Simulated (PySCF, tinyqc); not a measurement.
Worked calculation: MP2 on RHF in the sto-6g basis, for BH, spin multiplicity 1. The lowest restricted solution is unstable here: a spin-polarised one lies 0.0074 hartree lower (PySCF). Computed by tinyqc, a small Python program that keeps every step (integrals from PySCF). Settings: charge = 0, multiplicity = 1, basis = sto-6g, method = RHF, energy threshold = 1e-10, iteration cap = 70, orthogonalisation = symmetric, start = atomic densities, DIIS depth = 6. Command: `OMP_NUM_THREADS=1 python tinyqc.py 20841 20842 out.jsonl` (the two numbers bound the seeds that draw the settings). One thread of a shared host (Intel(R) Xeon(R) Processor @ 2.60GHz), about 0.2 s of CPU time with the checks. The early iterations of the SCF are left out here.

## One-electron integrals

Geometry (angstrom):

| atom | x | y | z |
|---|---|---|---|
| B | 0.000000 | 0.000000 | 0.000000 |
| H | 0.000000 | 0.000000 | 1.560000 |

Basis sto-6g: exponents (1/bohr^2) and contraction coefficients of normalised primitives:

| element | l (shell) | exponent | coefficient |
|---|---|---|---|
| B | s (1) | 506.011147 | 0.009164 |
| B | s (1) | 92.776814 | 0.049362 |
| B | s (1) | 25.955658 | 0.168538 |
| B | s (1) | 8.916445 | 0.370563 |
| B | s (1) | 3.462507 | 0.416492 |
| B | s (1) | 1.426054 | 0.130334 |
| B | s (2) | 23.194575 | -0.013253 |
| B | s (2) | 4.590810 | -0.046992 |
| B | s (2) | 1.426819 | -0.033785 |
| B | s (2) | 0.548948 | 0.250242 |
| B | s (2) | 0.238410 | 0.595117 |
| B | s (2) | 0.109280 | 0.240706 |
| B | p (3) | 23.194575 | 0.003760 |
| B | p (3) | 4.590810 | 0.037679 |
| B | p (3) | 1.426819 | 0.173897 |
| B | p (3) | 0.548948 | 0.418036 |
| B | p (3) | 0.238410 | 0.425859 |
| B | p (3) | 0.109280 | 0.101708 |
| H | s (1) | 35.523221 | 0.009164 |
| H | s (1) | 6.513144 | 0.049361 |
| H | s (1) | 1.822143 | 0.168538 |
| H | s (1) | 0.625955 | 0.370563 |
| H | s (1) | 0.243077 | 0.416492 |
| H | s (1) | 0.100112 | 0.130334 |

Overlap, kinetic and nuclear-attraction integrals over the contracted functions; the nuclear repulsion is the sum of Za Zb / Rab.

nuclear repulsion = 1.69608080 hartree

overlap S:
```
           1B 1s     1B 2s    1B 2px    1B 2py    1B 2pz     2H 1s
1B 1s   1.000000  0.264891  0.000000  0.000000  0.000000  0.029853
1B 2s   0.264891  1.000000  0.000000  0.000000  0.000000  0.305819
1B 2px  0.000000  0.000000  1.000000  0.000000  0.000000  0.000000
1B 2py  0.000000  0.000000  0.000000  1.000000  0.000000  0.000000
1B 2pz  0.000000  0.000000  0.000000  0.000000  1.000000  0.351508
2H 1s   0.029853  0.305819  0.000000  0.000000  0.351508  1.000000
```

kinetic energy T (hartree):
```
            1B 1s      1B 2s    1B 2px    1B 2py    1B 2pz      2H 1s
1B 1s   10.947243  -0.333880  0.000000  0.000000  0.000000  -0.009226
1B 2s   -0.333880   0.374498  0.000000  0.000000  0.000000   0.021024
1B 2px   0.000000   0.000000  1.125026  0.000000  0.000000   0.000000
1B 2py   0.000000   0.000000  0.000000  1.125026  0.000000   0.000000
1B 2pz   0.000000   0.000000  0.000000  0.000000  1.125026   0.091823
2H 1s   -0.009226   0.021024  0.000000  0.000000  0.091823   0.768522
```

nuclear attraction V (hartree):
```
             1B 1s      1B 2s     1B 2px     1B 2py     1B 2pz      2H 1s
1B 1s   -23.730937  -2.834045   0.000000   0.000000  -0.011368  -0.351255
1B 2s    -2.834045  -4.086623   0.000000   0.000000  -0.105840  -1.010525
1B 2px    0.000000   0.000000  -4.063414   0.000000   0.000000   0.000000
1B 2py    0.000000   0.000000   0.000000  -4.063414   0.000000   0.000000
1B 2pz   -0.011368  -0.105840   0.000000   0.000000  -4.132521  -1.104176
2H 1s    -0.351255  -1.010525   0.000000   0.000000  -1.104176  -2.930368
```

core Hamiltonian H = T + V (hartree):
```
             1B 1s      1B 2s     1B 2px     1B 2py     1B 2pz      2H 1s
1B 1s   -12.783694  -3.167925   0.000000   0.000000  -0.011368  -0.360481
1B 2s    -3.167925  -3.712125   0.000000   0.000000  -0.105840  -0.989502
1B 2px    0.000000   0.000000  -2.938387   0.000000   0.000000   0.000000
1B 2py    0.000000   0.000000   0.000000  -2.938387   0.000000   0.000000
1B 2pz   -0.011368  -0.105840   0.000000   0.000000  -3.007495  -1.012353
2H 1s    -0.360481  -0.989502   0.000000   0.000000  -1.012353  -2.161845
```

## Two-electron integrals

Functions are numbered as in S; the eight-fold symmetry (ij|kl) = (ji|kl) = (kl|ij) leaves the list below.

Two-electron integrals (ij|kl) in chemists' order, unique and non-zero (hartree):
```
(11|11) 2.924993   (21|11) 0.480756   (21|21) 0.099484   (22|11) 0.743449
(22|21) 0.188967   (22|22) 0.544922   (31|31) 0.021096   (32|31) 0.030854
(32|32) 0.120443   (33|11) 0.743450   (33|21) 0.188967   (33|22) 0.544922
(33|33) 0.587109   (41|41) 0.021096   (42|41) 0.030854   (42|42) 0.120443
(43|43) 0.031641   (44|11) 0.743450   (44|21) 0.188967   (44|22) 0.544922
(44|33) 0.523827   (44|44) 0.587109   (51|51) 0.021096   (52|51) 0.030854
(52|52) 0.120443   (53|53) 0.031641   (54|54) 0.031641   (55|11) 0.743450
(55|21) 0.188967   (55|22) 0.544922   (55|33) 0.523827   (55|44) 0.523827
(55|55) 0.587109   (61|11) 0.055760   (61|21) 0.011198   (61|22) 0.021159
(61|33) 0.021045   (61|44) 0.021045   (61|51) 0.000882   (61|52) 0.001704
(61|55) 0.021385   (61|61) 0.001308   (62|11) 0.159956   (62|21) 0.041517
(62|22) 0.135070   (62|33) 0.131023   (62|44) 0.131023   (62|51) 0.004813
(62|52) 0.030341   (62|55) 0.143165   (62|61) 0.004991   (62|62) 0.050595
(63|31) 0.003933   (63|32) 0.018807   (63|53) 0.005398   (63|63) 0.004902
(64|41) 0.003933   (64|42) 0.018807   (64|54) 0.005398   (64|64) 0.004902
(65|11) 0.162244   (65|21) 0.042631   (65|22) 0.145616   (65|33) 0.138208
(65|44) 0.138208   (65|51) 0.008054   (65|52) 0.048013   (65|55) 0.160432
(65|61) 0.005341   (65|62) 0.063413   (65|65) 0.082780   (66|11) 0.338035
(66|21) 0.089426   (66|22) 0.329127   (66|33) 0.311438   (66|44) 0.311438
(66|51) 0.010982   (66|52) 0.094607   (66|55) 0.364503   (66|61) 0.010898
(66|62) 0.167780   (66|65) 0.226723   (66|66) 0.774999
```

## Orthogonalisation

S = U s U^T; symmetric (Loewdin) form X = U s^(-1/2) U^T, so that X^T S X = 1.

eigenvalues of S: 0.507473  0.803689  1.000000  1.000000  1.174250  1.514588

X:
```
            1B 1s      1B 2s    1B 2px    1B 2py     1B 2pz      2H 1s
1B 1s    1.028608  -0.144438  0.000000  0.000000  -0.006470   0.020097
1B 2s   -0.144438   1.072454  0.000000  0.000000   0.049765  -0.183177
1B 2px   0.000000   0.000000  1.000000  0.000000   0.000000   0.000000
1B 2py   0.000000   0.000000  0.000000  1.000000   0.000000   0.000000
1B 2pz  -0.006470   0.049765  0.000000  0.000000   1.055400  -0.204940
2H 1s    0.020097  -0.183177  0.000000  0.000000  -0.204940   1.098146
```

## Iteration 8 (converged): orbitals

converged F (hartree):
```
            1B 1s      1B 2s    1B 2px    1B 2py     1B 2pz      2H 1s
1B 1s   -7.457811  -2.083253  0.000000  0.000000  -0.018107  -0.240905
1B 2s   -2.083253  -0.970045  0.000000  0.000000  -0.004395  -0.341065
1B 2px   0.000000   0.000000  0.256422  0.000000   0.000000   0.000000
1B 2py   0.000000   0.000000  0.000000  0.256422   0.000000   0.000000
1B 2pz  -0.018107  -0.004395  0.000000  0.000000  -0.031142  -0.328965
2H 1s   -0.240905  -0.341065  0.000000  0.000000  -0.328965  -0.237499
```

Diagonalise F' = X^T F X, C = X C', fill 3 alpha and 3 beta electrons from the bottom; D = 2 C_occ C_occ^T. Each column has its largest component positive (the first on a tie).

F' = X^T F X (hartree):
```
           1          2         3         4          5          6
1  -7.299598  -1.054301  0.000000  0.000000  -0.036812   0.003971
2  -1.054301  -0.506888  0.000000  0.000000   0.095525  -0.243611
3   0.000000   0.000000  0.256422  0.000000   0.000000   0.000000
4   0.000000   0.000000  0.000000  0.256422   0.000000   0.000000
5  -0.036812   0.095525  0.000000  0.000000   0.102373  -0.357888
6   0.003971  -0.243611  0.000000  0.000000  -0.357888  -0.033467
```

orbital energies (hartree): MO1 -7.459691, MO2 -0.496249, MO3 -0.247558, MO4 0.256422, MO5 0.256422, MO6 0.465918

coefficients C:
```
              MO1        MO2        MO3        MO4       MO5        MO6
1B 1s    0.995350  -0.227648  -0.163839   0.000000  0.000000   0.099775
1B 2s    0.017427   0.759231   0.650286   0.000000  0.000000  -0.455458
1B 2px   0.000000   0.000000   0.000000  -0.338499  0.940967   0.000000
1B 2py   0.000000   0.000000   0.000000   0.940967  0.338499   0.000000
1B 2pz   0.003445   0.145675  -0.576499   0.000000  0.000000  -0.897108
2H 1s   -0.003266   0.443539  -0.515217   0.000000  0.000000   0.905371
```

D after iteration 8:
```
            1B 1s      1B 2s    1B 2px    1B 2py     1B 2pz      2H 1s
1B 1s    2.138775  -0.524066  0.000000  0.000000   0.129438  -0.039618
1B 2s   -0.524066   1.999214  0.000000  0.000000  -0.528458   0.003306
1B 2px   0.000000   0.000000  0.000000  0.000000   0.000000   0.000000
1B 2py   0.000000   0.000000  0.000000  0.000000   0.000000   0.000000
1B 2pz   0.129438  -0.528458  0.000000  0.000000   0.707169   0.723247
2H 1s   -0.039618   0.003306  0.000000  0.000000   0.723247   0.924372
```

Within a degenerate level the vectors are fixed only up to a rotation; this is one choice.

## Convergence

Stop when the energy changes by less than 1e-10 hartree and every element of the error matrix X^T (F D S - S D F) X is below 3e-06.

Course of the cycle:

| iteration | E (hartree) | change | largest element of the error matrix |
|---|---|---|---|
| 1 | -24.83111198 | - | 3.02e-01 |
| 2 | -24.92709930 | -9.60e-02 | 1.85e-01 |
| 3 | -24.95586433 | -2.88e-02 | 3.80e-02 |
| 4 | -24.95785323 | -1.99e-03 | 4.54e-03 |
| 5 | -24.95789147 | -3.82e-05 | 2.24e-04 |
| 6 | -24.95789155 | -7.49e-08 | 1.01e-05 |
| 7 | -24.95789155 | -2.04e-10 | 1.98e-08 |
| 8 | -24.95789155 | -1.42e-14 | 1.21e-08 |

PySCF RHF in the same basis = -24.95789155 hartree

Converged in 8 iterations.

## Integrals over molecular orbitals

(pq|rs) = sum C_ip C_jq C_kr C_ls (ij|kl), one index at a time.

one-electron integrals over orbitals h = C^T H C (hartree):
```
            1          2          3          4          5          6
1  -12.773772   0.299863   0.206459   0.000000   0.000000  -0.129745
2    0.299863  -2.943435  -0.244417   0.000000   0.000000   0.454469
3    0.206459  -0.244417  -2.733266   0.000000   0.000000  -0.329862
4    0.000000   0.000000   0.000000  -2.938387   0.000000   0.000000
5    0.000000   0.000000   0.000000   0.000000  -2.938387   0.000000
6   -0.129745   0.454469  -0.329862   0.000000   0.000000  -2.490916
```

Two-electron integrals over orbitals (pq|rs), unique and non-zero (hartree):
```
(11|11) 2.903839    (21|11) -0.264390   (21|21) 0.039382    (22|11) 0.613351
(22|21) -0.007874   (22|22) 0.497617    (31|11) -0.188956   (31|21) 0.025755
(31|22) -0.014906   (31|31) 0.028013    (32|11) 0.137545    (32|21) -0.009107
(32|22) -0.041124   (32|31) 0.004763    (32|32) 0.109519    (33|11) 0.625467
(33|21) -0.011418   (33|22) 0.435884    (33|31) 0.003202    (33|32) 0.036206
(33|33) 0.500538    (41|41) 0.021980    (42|41) 0.021860    (42|42) 0.074060
(43|41) 0.015530    (43|42) 0.044526    (43|43) 0.048010    (44|11) 0.743127
(44|21) -0.009243   (44|22) 0.461555    (44|31) -0.006030   (44|32) 0.071890
(44|33) 0.464748    (44|44) 0.587109    (51|51) 0.021980    (52|51) 0.021860
(52|52) 0.074060    (53|51) 0.015530    (53|52) 0.044526    (53|53) 0.048010
(54|54) 0.031641    (55|11) 0.743127    (55|21) -0.009243   (55|22) 0.461555
(55|31) -0.006030   (55|32) 0.071890    (55|33) 0.464748    (55|44) 0.523827
(55|55) 0.587109    (61|11) 0.117320    (61|21) -0.020563   (61|22) -0.006175
(61|31) -0.001310   (61|32) 0.015366    (61|33) 0.016655    (61|44) 0.003687
(61|55) 0.003687    (61|61) 0.023986    (62|11) -0.173095   (62|21) 0.003053
(62|22) -0.039471   (62|31) 0.012875    (62|32) -0.041876   (62|33) 0.003683
(62|44) -0.091382   (62|55) -0.091382   (62|61) 0.009868    (62|62) 0.107631
(63|11) 0.136647    (63|21) -0.003288   (63|22) -0.017033   (63|31) 0.005481
(63|32) 0.096739    (63|33) 0.047447    (63|44) 0.073880    (63|55) 0.073880
(63|61) 0.009593    (63|62) -0.061918   (63|63) 0.113372    (64|41) -0.009007
(64|42) -0.031703   (64|43) -0.003258   (64|64) 0.028305    (65|51) -0.009007
(65|52) -0.031703   (65|53) -0.003258   (65|65) 0.028305    (66|11) 0.629443
(66|21) -0.006002   (66|22) 0.510872    (66|31) -0.014715   (66|32) -0.061268
(66|33) 0.460596    (66|44) 0.451365    (66|55) 0.451365    (66|61) -0.008575
(66|62) -0.012299   (66|63) -0.035896   (66|66) 0.561155
```

## Second-order Moller-Plesset energy

Hartree-Fock energy = -24.95789155 hartree

E2 = sum_ijab (ia|jb) [2 (ia|jb) - (ib|ja)] / (e_i + e_j - e_a - e_b) over occupied i, j and virtual a, b; the opposite-spin part is (ia|jb)^2 / denominator, the rest is same-spin, and SCS-MP2 scales them by 6/5 and 1/3.

Terms:

| i | j | a | b | (ia\|jb) | (ib\|ja) | denominator | term |
|---|---|---|---|---|---|---|---|
| 3 | 3 | 6 | 6 | 0.113372 | 0.113372 | -1.426951 | -0.009007 |
| 2 | 2 | 6 | 6 | 0.107631 | 0.107631 | -1.924334 | -0.006020 |
| 2 | 2 | 5 | 5 | 0.074060 | 0.074060 | -1.505342 | -0.003644 |
| 2 | 2 | 4 | 4 | 0.074060 | 0.074060 | -1.505342 | -0.003644 |
| 3 | 2 | 6 | 6 | -0.061918 | -0.061918 | -1.675643 | -0.002288 |
| 2 | 3 | 6 | 6 | -0.061918 | -0.061918 | -1.675643 | -0.002288 |
| 3 | 3 | 5 | 5 | 0.048010 | 0.048010 | -1.007959 | -0.002287 |
| 3 | 3 | 4 | 4 | 0.048010 | 0.048010 | -1.007959 | -0.002287 |
| 3 | 2 | 5 | 5 | 0.044526 | 0.044526 | -1.256650 | -0.001578 |
| 3 | 2 | 4 | 4 | 0.044526 | 0.044526 | -1.256650 | -0.001578 |
| 2 | 3 | 5 | 5 | 0.044526 | 0.044526 | -1.256650 | -0.001578 |
| 2 | 3 | 4 | 4 | 0.044526 | 0.044526 | -1.256650 | -0.001578 |
| 2 | 1 | 5 | 5 | 0.021860 | 0.021860 | -8.468784 | -0.000056 |
| 2 | 1 | 4 | 4 | 0.021860 | 0.021860 | -8.468784 | -0.000056 |
| 1 | 2 | 5 | 5 | 0.021860 | 0.021860 | -8.468784 | -0.000056 |
| 1 | 2 | 4 | 4 | 0.021860 | 0.021860 | -8.468784 | -0.000056 |
| 1 | 1 | 6 | 6 | 0.023986 | 0.023986 | -15.851219 | -0.000036 |
| 1 | 1 | 5 | 5 | 0.021980 | 0.021980 | -15.432226 | -0.000031 |
| 1 | 1 | 4 | 4 | 0.021980 | 0.021980 | -15.432226 | -0.000031 |
| 3 | 1 | 5 | 5 | 0.015530 | 0.015530 | -8.220093 | -0.000029 |
| 1 | 3 | 5 | 5 | 0.015530 | 0.015530 | -8.220093 | -0.000029 |
| 3 | 1 | 4 | 4 | 0.015530 | 0.015530 | -8.220093 | -0.000029 |
| 1 | 3 | 4 | 4 | 0.015530 | 0.015530 | -8.220093 | -0.000029 |
| 2 | 1 | 6 | 6 | 0.009868 | 0.009868 | -8.887776 | -0.000011 |
| 1 | 2 | 6 | 6 | 0.009868 | 0.009868 | -8.887776 | -0.000011 |
| 3 | 1 | 6 | 6 | 0.009593 | 0.009593 | -8.639085 | -0.000011 |
| 1 | 3 | 6 | 6 | 0.009593 | 0.009593 | -8.639085 | -0.000011 |

Pair energies (hartree; pair i-j sums ij and ji):

| pair | opposite spin | same spin |
|---|---|---|
| 1-1 | -0.000099 | 0.000000 |
| 2-1 | -0.000248 | 0.000000 |
| 2-2 | -0.013307 | 0.000000 |
| 3-1 | -0.000139 | 0.000000 |
| 3-2 | -0.010887 | 0.000000 |
| 3-3 | -0.013581 | 0.000000 |

MP2 correlation energy = -0.03825997 hartree

SCS-MP2 correlation energy = -0.04591197 hartree

MP2 total energy = -24.99615152 hartree
